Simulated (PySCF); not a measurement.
**CH6FN, a complex of two parts: interaction energy**

Computed with PySCF 2.14.0; each step states its level. No surroundings beyond the atoms listed, unless a continuum is named. Atoms count from 0, parts from 1.

## 1. Starting point

9 atoms, charge 0, multiplicity 1; geometry: GFN2-xTB. Parts: 1 = atoms 0–3, `N`, charge 0; 2 = atoms 4–8, `CF`, charge 0.

## 2. Optimising the geometry at PBE0-D3(BJ)/def2-SVPD

The job: settings as JSON, then the geometry in Å.

```
{"job": {"xc": "PBE0", "basis": "def2-SVPD", "d3": "d3bj", "grid": 2, "kind": "geom", "shake": 0.01}, "charge": 0, "multiplicity": 1, "parts": [{"atoms": "0-3", "charge": 0, "multiplicity": 1}, {"atoms": "4-8", "charge": 0, "multiplicity": 1}]}
N     -0.020080     0.128291     0.193779
H     -0.860166    -0.438090     0.325493
H      0.754663    -0.450150     0.199853
H     -0.072173     0.553652    -0.743789
C      0.412956     1.928432     2.922081
F      0.936296     1.066451     3.846054
H     -0.512017     2.315250     3.338822
H      1.149743     2.750077     2.792815
H      0.248071     1.397449     2.017490
```

The run is started by

```bash
$ OMP_NUM_THREADS=1 python cluster_run.py task.json out
```

This one command runs all jobs of the session in turn.

Q: Estimate the wall time and peak memory of this first job on 1 thread of Intel Xeon Platinum 8488C, shared host.

About 25 s, with a peak of 0.51 GiB.
